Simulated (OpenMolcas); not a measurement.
# SiH3OF (SMILES O[SiH2]F): methods side by side

The species is SiH3OF (6 atoms), meant as a singlet with charge 0. SMILES: `O[SiH2]F`. The coordinates come from a PBE0-D4/def2-TZVP relaxation. This is one conformer, not always the lowest.

```xyz
6

O    -0.8535   -0.2092   -0.9241
Si    0.3783   -0.0093    0.1239
F     0.1808   -0.9228    1.4178
H    -1.7142    0.1502   -0.7056
H     1.5956   -0.4585   -0.5758
H     0.4551    1.3856    0.6176
```

Each level gives the HOMO–LUMO gap (eV). The values are calculated.

| level | kind | program | value (eV) | CPU time |
| --- | --- | --- | --- | --- |
| HF/aug-cc-pVDZ | Hartree–Fock | OpenMolcas | 13.95 | 12 s |
| SVWN5/aug-cc-pVDZ | LDA | OpenMolcas | 6.78 | 28 s |
| PBE/aug-cc-pVDZ | GGA | OpenMolcas | 6.81 | 37 s |
| revPBE/aug-cc-pVDZ | GGA | OpenMolcas | 6.79 | 37 s |
| TPSS/aug-cc-pVDZ | meta-GGA | OpenMolcas | 7.19 | 50 s |
| r2SCAN/aug-cc-pVDZ | meta-GGA | OpenMolcas | 7.80 | 49 s |
| M06-2X/aug-cc-pVDZ | hybrid meta-GGA | OpenMolcas | 10.46 | 46 s |
| B2PLYP/aug-cc-pVDZ | double hybrid | OpenMolcas | 10.92 | 27 s |

The values span 6.78 to 13.95 eV. Orbital gaps aren't excitation energies, and those of double hybrids come from the SCF part alone; they tend to grow with the share of exact exchange. Times are those of the runs behind each value, whatever else they computed, on shared processors of several kinds: orders of magnitude only.
